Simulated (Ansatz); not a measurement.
Input file:

```yaml
crystal:
  periodic: [false, false, false]
  atoms:
    - {symbol: Ge, position_ang: [0.000000, 0.000000, 1.627540]}
    - {symbol: B, position_ang: [0.000000, 0.000000, -0.335270]}
    - {symbol: H, position_ang: [0.000000, 0.000000, -1.292270]}
basis:
  gaussian: {orbitals: aug-cc-pVDZ}
magnetization: {spin_polarized: true, initial_magnetization: 0}
correlation: {method: bccd, electrons: outside_noble_gas}
accuracy: high
scf: {lower_state_search: light}
output: {forces: true}
```

```sh
$ ansatz run in.yaml --threads 1 --pin off --events-out ev --progress --plain --max-ram 2393MiB
```

Problem. Roughly how long does this take on 1 thread of Arm Neoverse V2, shared host, and how much host memory?

Solution. 46 s wall and 0.55 GiB.

```
1170 factors; integrals over basis functions are off by at most 4.4e-9 eV
mean field evaluation 1: about -57154.9042 eV, gradient 9.0e0 eV
mean field evaluation 2: about -57154.9233 eV, gradient 9.0e0 eV
mean field evaluation 4: about -57155.7951 eV, gradient 1.1e0 eV
mean field evaluation 8: about -57155.8112 eV, gradient 3.4e-4 eV
mean field evaluation 16: about -57155.8723 eV, gradient 5.0e-1 eV
mean field evaluation 32: about -57156.6805 eV, gradient 2.6e-8 eV
mean field evaluation 64: about -57155.9084 eV, gradient 2.0e-2 eV
mean field evaluation 96: about -57155.9448 eV, gradient 1.9e-2 eV
mean field evaluation 128: about -57155.8111 eV, gradient 1.3e-1 eV
mean field evaluation 160: about -57156.1293 eV, gradient 7.0e0 eV
...
cycle  17  -4.32249777 eV  change    3.0e-8 eV  update   3.7e-8
cycle  18  -4.32249766 eV  change    1.1e-7 eV  update   1.1e-7
cycle  19  -4.32249759 eV  change    6.4e-8 eV  update   6.1e-8
cycle  20  -4.32249753 eV  change    5.7e-8 eV  update   4.2e-8
cycle  21  -4.32249753 eV  change    6.8e-9 eV  update   2.3e-8
cycle  22  -4.32249753 eV  change   -3.9e-9 eV  update   1.2e-8
cycle  23  -4.32249753 eV  change    2.0e-9 eV  update   6.0e-9
cycle  24  -4.32249753 eV  change  -1.6e-10 eV  update   3.6e-9
cycle  25  -4.32249753 eV  change   9.2e-11 eV  update   1.4e-9
cycle  26  -4.32249753 eV  change  -1.4e-10 eV  update  7.3e-10
WARN: the results are in doubt because among natural orbitals full CI differs from the method by +0.429 eV
the calculation of the forces begins
Total energy: -57161.00298427 eV, -2100.6281145524 hartree
Atom 0 at     0.000000     0.000000     1.627540 Å, force    -0.000000     0.000000     0.120617 eV/Å
Atom 1 at     0.000000     0.000000    -0.335270 Å, force     0.000000     0.000000    11.287482 eV/Å
Atom 2 at     0.000000     0.000000    -1.292270 Å, force    -0.000000    -0.000000   -11.408099 eV/Å
Dipole moment:    -0.000000    -0.000000    -0.142055 e Å
In doubt: among natural orbitals full CI differs from the method by +0.429 eV
```

Forces (eV/Å):
```
Ge    0.000   0.000   0.121
B     0.000   0.000  11.287
H     0.000   0.000 -11.408
```
